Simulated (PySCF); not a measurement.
Species: hydroxylamine, H3NO.
Numbering: `[NH2:1][OH:2]` (hydrogens: H3, H4 on N1; H5 on O2)

Torsions of this conformer, `[NH2:1][OH:2]`: H–N1–O2–H -125°.

The closed-shell ground state was solved at several levels (PySCF, density fitting, gas phase, non-relativistic). The structure is a single PBE0-D3(BJ)/def2-SVP conformer in the gas phase; no vibrational or solvent corrections.

| level | basis functions | HOMO (eV) | LUMO (eV) | gap (eV) | dipole (D) |
| --- | --- | --- | --- | --- | --- |
| B3LYP/def2-SVPD | 67 | -7.32 | 0.45 | 7.77 | 0.60 |
| BHandHLYP/pcJ-1 | 84 | -8.89 | 2.38 | 11.27 | 0.68 |
| PBE0/6-31+G* | 42 | -7.50 | 0.84 | 8.34 | 0.62 |
| HF/pcJ-1 | 84 | -11.52 | 4.69 | 16.21 | 0.75 |
| HF/def2-SVPD | 67 | -11.66 | 3.07 | 14.73 | 0.69 |
| PBE0/aug-cc-pVTZ | 161 | -7.53 | -0.12 | 7.41 | 0.53 |
| B3LYP/pcJ-0 | 35 | -6.25 | 2.71 | 8.96 | 0.65 |
| PBE0/6-31G* | 34 | -7.02 | 2.82 | 9.84 | 0.55 |
| LDA/pcJ-1 | 84 | -5.61 | 0.70 | 6.31 | 0.59 |
| B3LYP/cc-pVTZ | 102 | -7.05 | 0.97 | 8.02 | 0.54 |
| PBE0/def2-TZVP | 80 | -7.41 | 1.21 | 8.62 | 0.55 |
| CAM-B3LYP/def2-SVPD | 67 | -9.09 | 1.48 | 10.57 | 0.62 |

Estimate the row for BHandHLYP/def2-SVPD, a basis of 67 functions; the other rows only guide the guess.

HOMO -9.14 eV, LUMO 1.35 eV, gap 10.49 eV, dipole 0.64 D.

Over all these levels, which gives the widest orbital gap and which the narrowest?

HF/pcJ-1 (Hartree–Fock, all exact exchange) has the widest, 16.21 eV, and LDA/pcJ-1 (LDA) the narrowest, 6.31 eV. The two share the basis. From the narrowest to the widest the HOMO moves by -5.91 eV and the LUMO by +3.99 eV. The HOMO need not be the same orbital at Hartree–Fock and at DFT levels.

How much does the basis alone move the frontier levels among the 4 PBE0 rows?

The HOMO by 0.51 eV and the LUMO by 2.94 eV. By rising basis size (HOMO, LUMO in eV): 6-31G* -7.02, 2.82; 6-31+G* -7.50, 0.84; def2-TZVP -7.41, 1.21; aug-cc-pVTZ -7.53, -0.12.

In the def2-SVPD basis, how does the gap go with the fixed share of exact exchange?

B3LYP (20 %) 7.77 eV; BHandHLYP (50 %) 10.49 eV; HF (100 %) 14.73 eV. Each rise in the share widens the gap here.

How far do the dipole and the HOMO energy spread over the levels?

The dipole runs from 0.53 to 0.75 D (mean 0.62 D) and the HOMO from -11.66 to -5.61 eV.
